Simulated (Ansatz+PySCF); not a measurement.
Results of a calculation; reference values are marked as such.
Input for PySCF 2.14.0:

```python
from pyscf import gto, scf, cc

mol = gto.M(atom="""
P 0.000000 0.000000 0.000000
H 1.364590 0.000000 1.145030
H -1.364590 0.000000 1.145030
""", basis='6-31g', charge=0, spin=3)
mf = scf.UHF(mol)
mf.kernel()
mycc = cc.CCSD(mf, frozen=5).run()
et = mycc.ccsd_t()
print(mf.e_tot, mycc.e_corr, et, mycc.e_tot + et)
```

The script is written out from the run's settings.

Output:

```json
{"Converged": "yes", "Reference energy": "-341.61016 hartree", "CCSD correlation energy": "-0.07210 hartree", "Triples correction": "-0.00303 hartree", "Total energy": "-341.68528 hartree", "Spin squared of the determinant": "3.933"}
```

The reference isn't the lowest determinant (another lies 0.60 eV lower), but the same method gives a higher total on the lower determinant. Caution: large amplitudes, a single reference is doubtful; the unrestricted determinant is spin contaminated.
